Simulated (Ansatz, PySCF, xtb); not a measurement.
Bond stretch in Na2, singlet.

- UKS-PBE = Ansatz (a program for electronic structure) with unrestricted PBE/cc-pVDZ
- UHF/6-31G* = unrestricted Hartree-Fock/6-31G*, spherical d run with PySCF 2.14.0
- GFN1-xTB (xtb)

Total energies in hartree (comparable only within one method and basis):

```
R / Å     UKS-PBE  UHF/6-31G*  GFN1-xTB
-----  ----------  ----------  --------
2.50   -324.33868  -323.66878  -0.52567
2.67   -324.34346  -323.67542  -0.53354
2.77   -324.34524  -323.67833  -0.53526
2.90   -324.34670  -323.68119  -0.53567
3.00   -324.34726  -323.68279  -0.53506
3.10   -324.34740  -323.68397  -0.53392
3.17   -324.34727  -323.68458  -0.53288
3.28   -324.34675  -323.68527  -0.53095
3.43   -324.34554  -323.68578  -0.52786
3.56   -324.34414  -323.68593  -0.52488
3.85   -324.34030  -323.68572  -0.51768
4.18   -324.33543  -323.68509  -0.50773
4.65   -324.32933  -323.68420  -0.49081
5.05   -324.32544  -323.68366  -0.47471
5.57   -324.32210  -323.68325  -0.45240
6.14   -324.32016  -323.68302  -0.42758
6.84   -324.31921  -323.68291  -0.39943
7.60   -324.31891  -323.68287  -0.37551
8.30   -324.31883  -323.68286  -0.36144
9.33   -324.31879  -323.68285  -0.35217
```

The unrestricted determinant behind UKS-PBE is spin-contaminated at 4.18 to 9.33 Å (<S²> up to 1.0, against 0.00 for a pure singlet). The unrestricted determinant behind UHF/6-31G* is spin-contaminated at 2.50 to 9.33 Å (<S²> up to 1.0, against 0.00 for a pure singlet).
